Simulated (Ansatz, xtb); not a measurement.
## Strength of the O–Al bond: CH7AlO → CH4O + AlH3

Species: CH7AlO `C[OH+][AlH3-]`, singlet; CH4O `CO`, singlet; AlH3 `[AlH3]`, singlet. 

Shapes, held fixed at every level: PBE0-D4/def2-TZVP. Programs: Ansatz 0.2.0, xtb 6.7.1. The zero-point and thermal change to 298 K, harmonic and unscaled (PBE0-D4/def2-TZVP), is -8.5 kJ/mol.

```tsv
level	kind	ΔH(298 K) (kJ/mol)	less CCSD(T)/CBS estimate	CPU time (sum over the molecules)
GFN1-xTB	semi-empirical	+111.2	+17.6	0.055 s
PBE-D4/def2-TZVPP	GGA	+90.6	-3.0	12 s
PBE0-D4/def2-TZVPP	global hybrid	+94.4	+0.8	12 s
r2SCAN0-D4/def2-TZVPP	global hybrid	+100.8	+7.2	23 s
wB97X-V/def2-TZVPP	range-separated hybrid	+95.0	+1.4	38 s
CCSD/def2-SVP	coupled cluster or CI	+103.4	+9.8	–
CCSD(T)/def2-TZVPP	coupled cluster or CI	+93.7	+0.1	2.9 min
CCSD(T)/CBS estimate	coupled cluster or CI	+93.6	0.0	6.9 min
```

The highest level, CCSD(T)/CBS estimate, gives ΔH(298 K) = +93.6 kJ/mol; the levels span +90.6 to +111.2. A fragment pairs its electrons up again, so this isn't a typical strength of such a bond. The column of differences is taken from that level and isn't an error. No measured value is set beside it here. The CBS estimate extrapolates MP2 from def2-TZVPP and def2-QZVPP and adds CCSD(T) − MP2 in the triple-zeta set, cores frozen. Times are processor times on shared x86 and Arm servers, and rough.
